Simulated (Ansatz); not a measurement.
Input file:

```yaml
crystal:
  periodic: [false, false, false]
  atoms:
    - {symbol: B, position_ang: [0.024887, 0.013137, 0.003030]}
    - {symbol: H, position_ang: [0.274698, 0.834006, 0.825277]}
    - {symbol: H, position_ang: [-0.487694, -0.818607, 0.816905]}
    - {symbol: H, position_ang: [-0.393071, 0.742463, -0.790785]}
    - {symbol: H, position_ang: [0.339137, -0.898764, -0.883897]}
basis:
  gaussian: {orbitals: 6-31G}
magnetization: {spin_polarized: false, initial_magnetization: 1}
correlation: {method: bccd_t, electrons: outside_noble_gas}
```

```sh
$ ansatz run in.yaml --threads 1 --pin off --events-out ev --progress --plain --max-ram 2393MiB
```

Output:

```
254 factors; integrals over basis functions are off by at most 2.6e-4 eV
mean field evaluation 1: about -730.0166 eV, gradient 9.2e0 eV
mean field evaluation 2: about -730.0164 eV, gradient 9.2e0 eV
mean field evaluation 4: about -730.3609 eV, gradient 2.1e-1 eV
mean field evaluation 8: about -730.3614 eV, gradient 2.7e-6 eV
mean field evaluation 16: about -730.3614 eV, gradient 1.0e-2 eV
mean field -730.36142797 eV, -26.8402874210 hartree, gradient 4.6e-6 eV, S^2 0.750000; 1 other end points of the search recorded, 0 dependent functions left out
mean field evaluation 32: about -730.4580 eV, gradient 2.2e-4 eV
1 core orbitals not correlated: weight in the atoms' cores, before any rotation towards them, 1.000 or more for the frozen orbitals, at most 0.000 for the correlated occupied ones
reference -730.36142797 eV, -26.8402874210 hartree; 4, 3 occupied and 12, 13 virtual orbitals, 254 factors
second order -1.94595439 eV of doubles, -0.04645157 eV of singles
cycle   1  -2.43326215 eV  change   -4.4e-1 eV  update   5.1e-2
cycle   2  -2.61313806 eV  change   -1.8e-1 eV  update   2.0e-2
cycle   3  -2.62393403 eV  change   -1.1e-2 eV  update   5.6e-3
cycle   4  -2.62539674 eV  change   -1.5e-3 eV  update   2.3e-3
cycle   5  -2.62527734 eV  change    1.2e-4 eV  update   9.0e-4
cycle   6  -2.62538775 eV  change   -1.1e-4 eV  update   3.7e-4
cycle   7  -2.62548764 eV  change   -1.0e-4 eV  update   1.5e-4
cycle   8  -2.62541221 eV  change    7.5e-5 eV  update   7.4e-5
cycle   9  -2.62544489 eV  change   -3.3e-5 eV  update   2.3e-5
cycle  10  -2.62544253 eV  change    2.4e-6 eV  update   6.0e-6
perturbative correction -0.04557071 eV, -0.0016746925 hartree
Total energy: -733.03244120 eV, -26.9384453469 hartree
```

For the same geometry and basis full CI lies 16.2 meV lower.

Ran on 1 thread of AMD EPYC 9R45, shared host: 0.15 s wall, 0.08 GiB peak host memory.
